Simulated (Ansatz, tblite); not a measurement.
**The cluster Cu2H+: rung by rung**

Aim: run the singlet of the cluster Cu2H+ at one geometry on many levels, and compare frontier levels, spin and run time.

Method: as each input shows; program: Ansatz 0.2.0, Gaussian basis.

The runs, in order: GFN1-xTB, GFN2-xTB, PBE-D4/def2-TZVP, r2SCAN-D4/def2-TZVP, r2SCAN0-D4/def2-TZVP, PBE-QIDH/def2-TZVP, HSE06-D4/def2-TZVP, r2SCANh-D4/def2-TZVP, B97M-V/def2-TZVP, PBE-D4/def2-SVP, PBE0-D4/def2-SVP, HF/STO-3G, CCSD(T)/def2-TZVPP, MP2/def2-TZVP, RPA/def2-TZVP.

2 further runs of the same task are left out: 1 that didn't finish, 1 set aside as unsound or not needed.

## (1) The geometry

The singlet was relaxed beforehand with PBE-D4/def2-TZVP. At that level it is the lowest of the isomers that a small search found.

3 atoms, charge 1, spin multiplicity 1.

Bond lengths: Cu1–Cu2 2.414 Å, Cu1–H3 1.580 Å, Cu2–H3 1.580 Å. Angles: Cu2–Cu1–H3 40.2°, Cu1–Cu2–H3 40.2°, Cu1–H3–Cu2 99.6°.

No spin-orbit coupling is included. The ion is computed in the gas phase, without counter-ions or solvent.

PBE0-D4/def2-TZVP was run before; its log isn't repeated, and its numbers join the tables.

## (2) GFN1-xTB

Tight binding, by tblite at 300 K electronic temperature and without a spin-polarisation term:

```python
tblite.interface.Calculator('GFN1-xTB', numbers, positions, charge=1, uhf=0).singlepoint()
```

Energy -245.6062 eV, HOMO -17.07 eV, LUMO -14.79 eV; 0.004 s.

## (3) GFN2-xTB

Tight binding, by tblite at 300 K electronic temperature and without a spin-polarisation term:

```python
tblite.interface.Calculator('GFN2-xTB', numbers, positions, charge=1, uhf=0).singlepoint()
```

Energy -214.4042 eV, HOMO -16.39 eV, LUMO -10.46 eV; 0.002 s.

## (4) PBE-D4/def2-TZVP

start.molden holds the orbitals of an earlier run on this state, given as this run's starting guess.

The input, in.yaml:

```yaml
crystal:
  periodic: [false, false, false]
  atoms:
    - {symbol: Cu, position_ang: [-1.242856, -0.110707, 0.125795]}
    - {symbol: Cu, position_ang: [1.054511, -0.367365, -0.570795]}
    - {symbol: H, position_ang: [0.188335, 0.478071, 0.445000]}
basis:
  gaussian: {orbitals: def2-TZVP, initial_orbitals: start.molden}
total_charge: 1
hamiltonian: {xc: pbe, dispersion: d4}
scf: {omitted_lower_state_checks: [starts]}
output: {orbitals: {seedname: orbitals}}
```

Started as:

```console
$ ansatz run in.yaml --threads 4 --pin off --events-out ev --progress --plain --max-ram 3916MiB
```

Standard output:

```text
Functional definition: PBE
  name "PBE"
  cite "Perdew, Burke & Ernzerhof, Phys. Rev. Lett. 77, 3865 (1996) doi:10.1103/PhysRevLett.77.3865"
  parent pbe
  parameter kappa = 0.804
  parameter beta = 0.06672455060314922
  exchange = pbe_x(kappa = kappa, mu = beta*pi^2/3)
  correlation = pbe_c(beta = beta)
these checks for a lower state are left out or cut short: starts
950 factors; their error is unknown
mean field evaluation 1: about -89277.6143 eV, gradient 1.0e1 eV
mean field evaluation 2: about -89277.8049 eV, gradient 5.5e-1 eV
mean field evaluation 4: about -89277.7508 eV, gradient 4.5e-2 eV
mean field -89277.75079058 eV, -3280.8968269208 hartree, gradient 2.0e-5 eV, S^2 0.000000; 0 other end points of the search recorded, 0 dependent functions left out
reference -89277.75083090 eV, -3280.8968284025 hartree; 29, 29 occupied and 67, 67 virtual orbitals, 950 factors
Total energy: -89277.79288238 eV, -3280.8983737662 hartree
Checks for a lower state left out: starts
```

Wall time 1.1 s (4 threads of Arm Neoverse N1, shared host).

Report: HOMO -11.97 eV, LUMO -8.91 eV.

## (5) r2SCAN-D4/def2-TZVP

in.yaml: that of step 4 with these lines changed.

```diff
@@ -9,3 +9,3 @@
 total_charge: 1
-hamiltonian: {xc: pbe, dispersion: d4}
+hamiltonian: {xc: r2scan, dispersion: d4}
 scf: {omitted_lower_state_checks: [starts]}
```

Launched as before.

Standard output:

```text
Functional definition: r2SCAN
  name "r2SCAN"
  cite "Furness, Kaplan, Ning, Perdew & Sun, J. Phys. Chem. Lett. 11, 8208 (2020) doi:10.1021/acs.jpclett.0c02405"
  cite "Furness, Kaplan, Ning, Perdew & Sun, J. Phys. Chem. Lett. 11, 9248 (2020) doi:10.1021/acs.jpclett.0c03077"
  parent r2scan
  parameter k0 = 0.174
  parameter k1 = 0.065
  parameter a1 = 4.9479
  exchange = r2scan_x(k0 = k0, k1 = k1, a1 = a1)
  correlation = r2scan_c
these checks for a lower state are left out or cut short: starts
950 factors; their error is unknown
mean field evaluation 1: about -89290.1376 eV, gradient 6.5e0 eV
mean field evaluation 2: about -89290.2120 eV, gradient 3.1e-1 eV
mean field evaluation 4: about -89290.1607 eV, gradient 2.6e-2 eV
mean field -89290.16071357 eV, -3281.3528831789 hartree, gradient 1.1e-5 eV, S^2 0.000000; 0 other end points of the search recorded, 0 dependent functions left out
reference -89290.16072666 eV, -3281.3528836600 hartree; 29, 29 occupied and 67, 67 virtual orbitals, 950 factors
Total energy: -89290.16850453 eV, -3281.3531694917 hartree
Checks for a lower state left out: starts
```

It took 2.6 s on 4 threads of Arm Neoverse N1, shared host.

Report: HOMO -11.96 eV, LUMO -8.42 eV.

## (6) r2SCAN0-D4/def2-TZVP

in.yaml: that of step 5 with these lines changed.

```diff
@@ -9,3 +9,3 @@
 total_charge: 1
-hamiltonian: {xc: r2scan, dispersion: d4}
+hamiltonian: {xc: {name: r2SCAN0}, dispersion: d4}
 scf: {omitted_lower_state_checks: [starts]}
```

The command is unchanged.

Standard output (excerpt; [...] marks lines left out):

```text
Functional definition: r2SCAN0
  name "r2SCAN0"
  cite "Bursch, Neugebauer, Ehlert & Grimme, J. Chem. Phys. 156, 134105 (2022) doi:10.1063/5.0086040"
  cite "Furness, Kaplan, Ning, Perdew & Sun, J. Phys. Chem. Lett. 11, 8208 (2020) doi:10.1021/acs.jpclett.0c02405"
  cite "Furness, Kaplan, Ning, Perdew & Sun, J. Phys. Chem. Lett. 11, 9248 (2020) doi:10.1021/acs.jpclett.0c03077"
  parent r2scan
[...]
994 factors; integrals over basis functions are off by at most 8.4e-4 eV
[...]
mean field -89287.41824276 eV, -3281.2520992358 hartree, gradient 2.8e-5 eV, S^2 0.000000; 0 other end points of the search recorded, 0 dependent functions left out
reference -89287.41825301 eV, -3281.2520996123 hartree; 29, 29 occupied and 67, 67 virtual orbitals, 994 factors
Total energy: -89287.42830529 eV, -3281.2524690267 hartree
Checks for a lower state left out: starts
```

Wall time 3.3 s (4 threads of Arm Neoverse N1, shared host).

HOMO -13.41 eV, LUMO -7.34 eV.

## (7) PBE-QIDH/def2-TZVP

in.yaml: that of step 6 with these lines changed.

```diff
@@ -9,4 +9,4 @@
 total_charge: 1
-hamiltonian: {xc: {name: r2SCAN0}, dispersion: d4}
+hamiltonian: {xc: {name: PBE-QIDH}}
+correlation: {frozen_orbitals: {Cu: 9, H: 0}}
 scf: {omitted_lower_state_checks: [starts]}
-output: {orbitals: {seedname: orbitals}}
```

The command is unchanged.

Standard output (excerpt; [...] marks lines left out):

```text
Functional definition: PBE-QIDH
  name "PBE-QIDH"
  cite "Brémond, Sancho-García, Pérez-Jiménez & Adamo, J. Chem. Phys. 141, 031101 (2014) doi:10.1063/1.4890314"
  cite "Perdew, Burke & Ernzerhof, Phys. Rev. Lett. 77, 3865 (1996) doi:10.1103/PhysRevLett.77.3865"
[...]
994 factors; integrals over basis functions are off by at most 8.4e-4 eV
[...]
mean field -89253.76460969 eV, -3280.0153510316 hartree, gradient 2.7e-6 eV, S^2 0.000000; 0 other end points of the search recorded, 0 dependent functions left out
18 core orbitals not correlated: weight in the atoms' cores, before any rotation towards them, 1.000 or more for the frozen orbitals, at most 0.000 for the correlated occupied ones
reference -89253.76462131 eV, -3280.0153514585 hartree; 11, 11 occupied and 67, 67 virtual orbitals, 994 factors
second order -25.84290916 eV of doubles, -0.00000000 eV of singles
Total energy: -89262.37892436 eV, -3280.3319212567 hartree
Checks for a lower state left out: starts
```

It took 2.4 s on 4 threads of Arm Neoverse N1, shared host.

## (8) HSE06-D4/def2-TZVP

in.yaml: that of step 7 with these lines changed.

```diff
@@ -9,4 +9,4 @@
 total_charge: 1
-hamiltonian: {xc: {name: PBE-QIDH}}
-correlation: {frozen_orbitals: {Cu: 9, H: 0}}
+hamiltonian: {xc: hse06, dispersion: d4}
 scf: {omitted_lower_state_checks: [starts]}
+output: {orbitals: {seedname: orbitals}}
```

Launched as before.

Standard output (excerpt; [...] marks lines left out):

```text
Functional definition: HSE06
  name "HSE06"
  cite "Heyd, Scuseria & Ernzerhof, J. Chem. Phys. 118, 8207 (2003) doi:10.1063/1.1564060"
  cite "Krukau, Vydrov, Izmaylov & Scuseria, J. Chem. Phys. 125, 224106 (2006) doi:10.1063/1.2404663"
  cite "Heyd & Scuseria, J. Chem. Phys. 120, 7274 (2004) doi:10.1063/1.1668634"
  cite "Ernzerhof & Perdew, J. Chem. Phys. 109, 3313 (1998) doi:10.1063/1.476928"
  cite "Perdew, Burke & Ernzerhof, Phys. Rev. Lett. 77, 3865 (1996) doi:10.1103/PhysRevLett.77.3865"
  parent pbe
[...]
  # The whole range is PBE's own exchange, as in plane waves. The composition of these papers is wPBEh.
[...]
994 factors; integrals over basis functions are off by at most 8.4e-4 eV
47 factors; integrals over basis functions are off by at most 1.0e-5 eV
[...]
mean field -89277.58772557 eV, -3280.8908343923 hartree, gradient 8.3e-6 eV, S^2 0.000000; 0 other end points of the search recorded, 0 dependent functions left out
reference -89277.58776525 eV, -3280.8908358505 hartree; 29, 29 occupied and 67, 67 virtual orbitals, 994 factors
Total energy: -89277.62127302 eV, -3280.8920672382 hartree
Checks for a lower state left out: starts
```

Wall time 2.2 s (4 threads of Arm Neoverse N1, shared host).

From the report: HOMO -12.95 eV, LUMO -8.00 eV.

## (9) r2SCANh-D4/def2-TZVP

in.yaml: that of step 8 with these lines changed.

```diff
@@ -9,3 +9,3 @@
 total_charge: 1
-hamiltonian: {xc: hse06, dispersion: d4}
+hamiltonian: {xc: {name: r2SCANh}, dispersion: d4}
 scf: {omitted_lower_state_checks: [starts]}
```

Same command.

Standard output (excerpt; [...] marks lines left out):

```text
Functional definition: r2SCANh
  name "r2SCANh"
  cite "Bursch, Neugebauer, Ehlert & Grimme, J. Chem. Phys. 156, 134105 (2022) doi:10.1063/5.0086040"
  cite "Furness, Kaplan, Ning, Perdew & Sun, J. Phys. Chem. Lett. 11, 8208 (2020) doi:10.1021/acs.jpclett.0c02405"
  cite "Furness, Kaplan, Ning, Perdew & Sun, J. Phys. Chem. Lett. 11, 9248 (2020) doi:10.1021/acs.jpclett.0c03077"
  parent r2scan
[...]
994 factors; integrals over basis functions are off by at most 8.4e-4 eV
[...]
mean field -89289.03095286 eV, -3281.3113652388 hartree, gradient 7.1e-6 eV, S^2 0.000000; 0 other end points of the search recorded, 0 dependent functions left out
reference -89289.03096482 eV, -3281.3113656781 hartree; 29, 29 occupied and 67, 67 virtual orbitals, 994 factors
Total energy: -89289.03976218 eV, -3281.3116889752 hartree
Checks for a lower state left out: starts
```

Wall time 3.6 s (4 threads of Arm Neoverse N1, shared host).

From the report: HOMO -12.54 eV, LUMO -7.98 eV.

## (10) B97M-V/def2-TZVP

in.yaml: that of step 9 with these lines changed.

```diff
@@ -9,3 +9,3 @@
 total_charge: 1
-hamiltonian: {xc: {name: r2SCANh}, dispersion: d4}
+hamiltonian: {xc: {name: B97M-V}}
 scf: {omitted_lower_state_checks: [starts]}
```

Launched as before.

Standard output (excerpt; [...] marks lines left out):

```text
Functional definition: B97M-V
  name "B97M-V"
  cite "Mardirossian & Head-Gordon, J. Chem. Phys. 142, 074111 (2015) doi:10.1063/1.4907719"
  cite "Becke, J. Chem. Phys. 107, 8554 (1997) doi:10.1063/1.475007"
  cite "Vydrov & Van Voorhis, J. Chem. Phys. 133, 244103 (2010) doi:10.1063/1.3521275"
  # Of w^i u^j: cxij and so on, Table III.
[...]
  gx(w, u) = cx00 + cx01*u + cx02*u^2 + (cx10 + cx11*u)*w
  gss(w, u) = css00 + css02*u^2 + css10*w + (css32*w^3 + css42*w^4)*u^2
  gos(w, u) = cos00 + cos01*u + cos03*u^3 + cos10*w + cos32*w^3*u^2
[...]
      + integral(e_c_pw_mod_opposite_spin*gos(b97_w_opposite, b97_u_opposite)) + vv10(b, c)
[...]
950 factors; their error is unknown
[...]
mean field -89272.42884945 eV, -3280.7012491918 hartree, gradient 1.8e-5 eV, S^2 0.000000; 0 other end points of the search recorded, 0 dependent functions left out
reference -89272.42890755 eV, -3280.7012513267 hartree; 29, 29 occupied and 67, 67 virtual orbitals, 950 factors
Total energy: -89272.42890755 eV, -3280.7012513267 hartree
Checks for a lower state left out: starts
```

It took 4.1 s on 4 threads of Arm Neoverse N1, shared host.

Report: HOMO -12.08 eV, LUMO -8.68 eV.

## (11) PBE-D4/def2-SVP

in.yaml: that of step 10 with these lines changed.

```diff
@@ -7,5 +7,5 @@
 basis:
-  gaussian: {orbitals: def2-TZVP, initial_orbitals: start.molden}
+  gaussian: {orbitals: def2-SVP, initial_orbitals: start.molden}
 total_charge: 1
-hamiltonian: {xc: {name: B97M-V}}
+hamiltonian: {xc: pbe, dispersion: d4}
 scf: {omitted_lower_state_checks: [starts]}
```

Same command.

Standard output:

```text
Functional definition: PBE
  name "PBE"
  cite "Perdew, Burke & Ernzerhof, Phys. Rev. Lett. 77, 3865 (1996) doi:10.1103/PhysRevLett.77.3865"
  parent pbe
  parameter kappa = 0.804
  parameter beta = 0.06672455060314922
  exchange = pbe_x(kappa = kappa, mu = beta*pi^2/3)
  correlation = pbe_c(beta = beta)
these checks for a lower state are left out or cut short: starts
826 factors; their error is unknown
mean field evaluation 1: about -89264.0046 eV, gradient 8.0e0 eV
mean field evaluation 2: about -89264.1980 eV, gradient 5.7e-1 eV
mean field evaluation 4: about -89264.1626 eV, gradient 1.8e-1 eV
mean field evaluation 8: about -89264.1627 eV, gradient 1.6e-5 eV
mean field -89264.16269594 eV, -3280.3974736531 hartree, gradient 1.0e-5 eV, S^2 0.000000; 0 other end points of the search recorded, 0 dependent functions left out
reference -89264.16277837 eV, -3280.3974766823 hartree; 29, 29 occupied and 38, 38 virtual orbitals, 826 factors
Total energy: -89264.20482985 eV, -3280.3990220459 hartree
Checks for a lower state left out: starts
```

Run time: 0.9 s. Hardware: 4 threads of Arm Neoverse N1, shared host.

From the report: HOMO -11.30 eV, LUMO -8.46 eV.

## (12) PBE0-D4/def2-SVP

in.yaml: that of step 11 with these lines changed.

```diff
@@ -9,3 +9,3 @@
 total_charge: 1
-hamiltonian: {xc: pbe, dispersion: d4}
+hamiltonian: {xc: pbe0, dispersion: d4}
 scf: {omitted_lower_state_checks: [starts]}
```

The command is unchanged.

Standard output (excerpt; [...] marks lines left out):

```text
Functional definition: PBE0
  name "PBE0"
  cite "Adamo & Barone, J. Chem. Phys. 110, 6158 (1999) doi:10.1063/1.478522"
  cite "Perdew, Burke & Ernzerhof, Phys. Rev. Lett. 77, 3865 (1996) doi:10.1103/PhysRevLett.77.3865"
  parent pbe
[...]
747 factors; integrals over basis functions are off by at most 1.0e-3 eV
[...]
mean field -89264.63114150 eV, -3280.4146887100 hartree, gradient 2.3e-5 eV, S^2 0.000000; 0 other end points of the search recorded, 0 dependent functions left out
reference -89264.63121467 eV, -3280.4146913990 hartree; 29, 29 occupied and 38, 38 virtual orbitals, 747 factors
Total energy: -89264.66625859 eV, -3280.4159792392 hartree
Checks for a lower state left out: starts
```

It took 1.1 s on 4 threads of Arm Neoverse N1, shared host.

HOMO -12.87 eV, LUMO -7.28 eV.

## (13) HF/STO-3G

in.yaml: that of step 12 with these lines changed.

```diff
@@ -7,5 +7,5 @@
 basis:
-  gaussian: {orbitals: def2-SVP, initial_orbitals: start.molden}
+  gaussian: {orbitals: STO-3G}
 total_charge: 1
-hamiltonian: {xc: pbe0, dispersion: d4}
+hamiltonian: {xc: hf}
 scf: {omitted_lower_state_checks: [starts]}
```

Same command.

Standard output:

```text
Functional definition: HF
  name "HF"
  cite "Fock, Z. Phys. 61, 126 (1930) doi:10.1007/BF01340294"
  parent pbe
  exchange = exact_x
  correlation = 0
these checks for a lower state are left out or cut short: starts
316 factors; integrals over basis functions are off by at most 2.3e-3 eV
mean field evaluation 1: about -88134.6221 eV, gradient 1.0e2 eV
mean field evaluation 2: about -88135.6739 eV, gradient 1.0e2 eV
mean field evaluation 4: about -88148.1720 eV, gradient 9.9e1 eV
mean field evaluation 8: about -88189.7980 eV, gradient 6.9e0 eV
mean field evaluation 16: about -88190.6221 eV, gradient 2.3e-1 eV
mean field -88190.67170457 eV, -3240.9474073586 hartree, gradient 8.1e-6 eV, S^2 0.000000; 0 other end points of the search recorded, 0 dependent functions left out
reference -88190.67170457 eV, -3240.9474073586 hartree; 29, 29 occupied and 8, 8 virtual orbitals, 316 factors
Total energy: -88190.67170457 eV, -3240.9474073586 hartree
Checks for a lower state left out: starts
```

Run time: 0.4 s. Hardware: 4 threads of Arm Neoverse N1, shared host.

Report: HOMO -13.06 eV, LUMO -5.58 eV.

## (14) CCSD(T)/def2-TZVPP

in.yaml: that of step 13 with these lines changed.

```diff
@@ -7,5 +7,5 @@
 basis:
-  gaussian: {orbitals: STO-3G}
+  gaussian: {orbitals: def2-TZVPP, initial_orbitals: start.molden}
 total_charge: 1
-hamiltonian: {xc: hf}
+correlation: {method: ccsd_t, frozen_orbitals: {Cu: 9, H: 0}}
 scf: {omitted_lower_state_checks: [starts]}
```

Launched as before.

Standard output (excerpt; [...] marks lines left out):

```text
Functional definition: HF
  name "HF"
  cite "Fock, Z. Phys. 61, 126 (1930) doi:10.1007/BF01340294"
  parent pbe
[...]
993 factors; integrals over basis functions are off by at most 1.1e-3 eV
[...]
mean field -89205.20272242 eV, -3278.2307345910 hartree, gradient 1.7e-6 eV, S^2 0.000000; 0 other end points of the search recorded, 0 dependent functions left out
18 core orbitals not correlated: weight in the atoms' cores, before any rotation towards them, 1.000 or more for the frozen orbitals, at most 0.000 for the correlated occupied ones
reference -89205.20272242 eV, -3278.2307345910 hartree; 11, 11 occupied and 113, 113 virtual orbitals, 993 factors
second order -27.25037884 eV of doubles, -0.00000000 eV of singles
cycle   1  -22.17315354 eV  change     5.1e0 eV  update   2.2e-1
[...]
cycle  16  -23.78763800 eV  change   -8.6e-7 eV  update   4.6e-6
perturbative correction -0.99873159 eV, -0.0367027091 hartree
Total energy: -89229.98909202 eV, -3279.1416168729 hartree
Checks for a lower state left out: starts
```

Wall time 7.5 s (4 threads of Arm Neoverse N1, shared host); peak memory 0.58 GiB.

Report: Hartree-Fock HOMO -16.42 eV, LUMO -4.17 eV; T1 0.027.

## (15) MP2/def2-TZVP

in.yaml: that of step 14 with these lines changed.

```diff
@@ -7,5 +7,5 @@
 basis:
-  gaussian: {orbitals: def2-TZVPP, initial_orbitals: start.molden}
+  gaussian: {orbitals: def2-TZVP, initial_orbitals: start.molden}
 total_charge: 1
-correlation: {method: ccsd_t, frozen_orbitals: {Cu: 9, H: 0}}
+correlation: {method: mp2, frozen_orbitals: {Cu: 9, H: 0}}
 scf: {omitted_lower_state_checks: [starts]}
```

The command is unchanged.

Standard output:

```text
Functional definition: HF
  name "HF"
  cite "Fock, Z. Phys. 61, 126 (1930) doi:10.1007/BF01340294"
  parent pbe
  exchange = exact_x
  correlation = 0
these checks for a lower state are left out or cut short: starts
994 factors; integrals over basis functions are off by at most 8.4e-4 eV
mean field evaluation 1: about -89203.8867 eV, gradient 2.9e1 eV
mean field evaluation 2: about -89204.9303 eV, gradient 2.0e0 eV
mean field evaluation 4: about -89205.1484 eV, gradient 1.5e0 eV
mean field evaluation 8: about -89205.1536 eV, gradient 2.0e-4 eV
mean field -89205.15355761 eV, -3278.2289278173 hartree, gradient 2.9e-6 eV, S^2 0.000000; 0 other end points of the search recorded, 0 dependent functions left out
18 core orbitals not correlated: weight in the atoms' cores, before any rotation towards them, 1.000 or more for the frozen orbitals, at most 0.000 for the correlated occupied ones
reference -89205.15355761 eV, -3278.2289278173 hartree; 11, 11 occupied and 67, 67 virtual orbitals, 994 factors
second order -22.87798300 eV of doubles, -0.00000000 eV of singles
Total energy: -89228.03154060 eV, -3279.0696781851 hartree
Checks for a lower state left out: starts
```

It took 1 s on 4 threads of Arm Neoverse N1, shared host.

Report: Hartree-Fock HOMO -16.40 eV, LUMO -4.10 eV.

## (16) RPA/def2-TZVP

in.yaml: that of step 15 with these lines changed.

```diff
@@ -9,4 +9,4 @@
 total_charge: 1
-correlation: {method: mp2, frozen_orbitals: {Cu: 9, H: 0}}
+hamiltonian: {xc: pbe}
+correlation: {method: rpa, frozen_orbitals: {Cu: 9, H: 0}}
 scf: {omitted_lower_state_checks: [starts]}
-output: {orbitals: {seedname: orbitals}}
```

Same command.

Standard output (excerpt; [...] marks lines left out):

```text
Functional definition: PBE
  name "PBE"
  cite "Perdew, Burke & Ernzerhof, Phys. Rev. Lett. 77, 3865 (1996) doi:10.1103/PhysRevLett.77.3865"
  parent pbe
[...]
994 factors; integrals over basis functions are off by at most 8.4e-4 eV
[...]
mean field -89277.75077826 eV, -3280.8968264681 hartree, gradient 2.3e-6 eV, S^2 0.000000; 0 other end points of the search recorded, 0 dependent functions left out
18 core orbitals not correlated: weight in the atoms' cores, before any rotation towards them, 1.000 or more for the frozen orbitals, at most 0.000 for the correlated occupied ones
reference -89202.85860712 eV, -3278.1445899425 hartree; 11, 11 occupied and 67, 67 virtual orbitals, 994 factors
Total energy: -89230.90854731 eV, -3279.1754062317 hartree
Checks for a lower state left out: starts
```

Run time: 1.9 s. Hardware: 4 threads of Arm Neoverse N1, shared host.

## (17) Levels side by side

```tsv
level	functions	HOMO (eV)	LUMO (eV)	gap (eV)	time
HF/STO-3G	37	-13.06	-5.58	7.48	0.4 s
PBE-D4/def2-SVP	67	-11.30	-8.46	2.83	0.9 s
PBE-D4/def2-TZVP	96	-11.97	-8.91	3.06	1.1 s
r2SCAN-D4/def2-TZVP	96	-11.96	-8.42	3.54	2.6 s
B97M-V/def2-TZVP	96	-12.08	-8.68	3.39	4.1 s
r2SCANh-D4/def2-TZVP	96	-12.54	-7.98	4.57	3.6 s
PBE0-D4/def2-SVP	67	-12.87	-7.28	5.60	1.1 s
PBE0-D4/def2-TZVP	96	-13.36	-7.63	5.73	2.6 s
r2SCAN0-D4/def2-TZVP	96	-13.41	-7.34	6.07	3.3 s
HSE06-D4/def2-TZVP	96	-12.95	-8.00	4.95	2.2 s
```

Energy pieces by basis (eV):

```tsv
basis	HF	MP2 correlation	CCSD correlation	(T)	total
def2-TZVPP	-89205.2027	-27.2504	-23.7876	-0.9987	-89229.9891
def2-TZVP	-89205.1536	-22.8780			-89228.0315 (MP2)
```

The correlation energy is far from converged in these sets, so it jumps between bases; where outer-core shells are correlated, the sets cover them unevenly.

## (18) Results

| quantity | value |
| --- | --- |
| gap in def2-TZVP, named functionals, smallest and largest | 3.06 eV (PBE-D4), 6.07 eV (r2SCAN0-D4) |
| correlation energy, CCSD(T)/def2-TZVPP | -24.79 eV |
| correlation energy, MP2/def2-TZVP | -22.88 eV |
| PBE0 total energy, smallest basis above largest | 13.10 eV (def2-SVP, def2-TZVP) |

**Reading.** Over the named functionals in def2-TZVP the gap runs from 3.06 eV (PBE-D4) to 6.07 eV (r2SCAN0-D4); exact exchange widens it.

The slowest run with a step of its own, CCSD(T)/def2-TZVPP, took 7.5 s; the quickest functional in def2-TZVP took 1.1 s (shared host).
